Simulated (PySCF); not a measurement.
# C2F4: the cost of one run

The runs use PySCF 2.14.0; levels as typed in each script, gas phase, geometry from GFN2-xTB.

### Step 1. The system as given

6 atoms, charge 0, spin multiplicity 1.

Bond lengths: F1–C2 1.320 Å, C2–F3 1.321 Å, C2–C4 1.329 Å, C4–F5 1.321 Å, C4–F6 1.320 Å. Angles: F1–C2–F3 112.2°, F1–C2–C4 123.9°, F3–C2–C4 123.9°, C2–C4–F5 123.9°, C2–C4–F6 123.9°, F5–C4–F6 112.2°.

As a file:

| atom | x (Å) | y (Å) | z (Å) |
| --- | --- | --- | --- |
| F1 | -1.40062 | -1.09585 | 0.00000 |
| C2 | -0.66438 | -0.00044 | 0.00000 |
| F3 | -1.40062 | 1.09615 | 0.00000 |
| C4 | 0.66438 | -0.00044 | 0.00000 |
| F5 | 1.40062 | 1.09615 | 0.00000 |
| F6 | 1.40062 | -1.09585 | 0.00000 |

### Step 2. Density, bond paths and surface potential (PBE/def2-tzvp)

input.py reads:

```python
import numpy as np
from pyscf import gto, scf, dft
from pyscf.scf import atom_ks, atom_hf
from scipy.linalg import block_diag

def solve(mol, dm0=None, hcore=None):
    mf = (dft.UKS if mol.spin else dft.RKS)(mol, xc='pbe')
    mf.grids.level = 3
    mf = mf.density_fit(auxbasis='def2-universal-jkfit')
    mf.conv_tol, mf.max_cycle = 1e-8, 80
    if hcore is not None:
        mf.get_hcore = lambda *args: hcore
    mf.kernel(dm0)
    if not mf.converged:
        mf = mf.newton().run(mf.mo_coeff, mf.mo_occ, max_cycle=30)
    assert mf.converged, 'SCF not converged'
    return mf

mol = gto.M(atom='''
F     -1.40062    -1.09585     0.00000
C     -0.66438    -0.00044     0.00000
F     -1.40062     1.09615     0.00000
C      0.66438    -0.00044     0.00000
F      1.40062     1.09615     0.00000
F      1.40062    -1.09585     0.00000
''', basis='def2-tzvp', charge=0, spin=0, verbose=4)
mf = solve(mol)
mf.analyze()
# spherically averaged free atoms, for the promolecule
atm = atom_ks.get_atm_nrks(mol, xc='pbe')
pro = block_diag(*[(atm[a[0]][2] * atm[a[0]][3]) @ atm[a[0]][2].T for a in mol._atom])
np.savez('result.npz', e=mf.e_tot, c=mf.mo_coeff, occ=mf.mo_occ, eps=mf.mo_energy, pro=pro, dip=mf.dip_moment(verbose=0), s2=mf.spin_square()[0])
```

The run is started by

```sh
OMP_NUM_THREADS=1 python input.py
```

**Question.** How long does this run take on 1 thread of Intel Xeon Platinum 8488C (Sapphire Rapids), shared host, and how much memory does it need?

About 14 s, with a peak of 0.6 GiB.
